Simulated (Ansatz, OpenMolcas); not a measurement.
**The same job for Ansatz**

OpenMolcas 26.06 runs this on BH2Cl (SMILES BCl):

test.input:
```
* BClH2 Kohn-Sham DFT
>>> EXPORT MOLCAS_PRINT=2

&GATEWAY
  BasLib=$CurrDir
  Coord
  4
  angstrom
  B       -0.857556       0.230202      -0.473553
  Cl       1.365000      -0.395300       0.721200
  H       -1.847056      -0.350998      -0.157853
  H       -0.827456       1.081302      -1.304853
  Basis=STO-3G
  Group=NoSym

&SEWARD
  GridInput
  Grid=UltraFine
  End of Grid

&SCF
  KSDFT=SVWN5
  Thresholds=1e-10 1e-07 1e-07 1e-05
  PrOrbitals=1 1
```

```bash
$ export MOLCAS_MEM=1860
$ pymolcas test.input > test.log
```

(Basis files named in the input come from the Basis Set Exchange and aren't shown.)

The B1–Cl2 distance was set to 2.600 Å, away from the relaxed value.

It gives a total energy of -478.960073 Eh.

Q: Translate the job to Ansatz 0.2.0 as an input file of the program's own.

A: For example:

input.yaml:
```yaml
crystal:
  periodic: [false, false, false]
  atoms:
    - {symbol: B, position_ang: [-0.857556, 0.230202, -0.473553]}
    - {symbol: Cl, position_ang: [1.365000, -0.395300, 0.721200]}
    - {symbol: H, position_ang: [-1.847056, -0.350998, -0.157853]}
    - {symbol: H, position_ang: [-0.827456, 1.081302, -1.304853]}
basis:
  gaussian: {orbitals: STO-3G}
hamiltonian: {xc: {name: SVWN5}}
accuracy: high
```

```bash
$ ansatz run input.yaml --threads 1 --pin off --max-ram 2610MiB --events-out events.jsonl --progress --plain --runs-dir runs
```

Its energy is -478.960073 Eh, 0.000 mEh from the first.
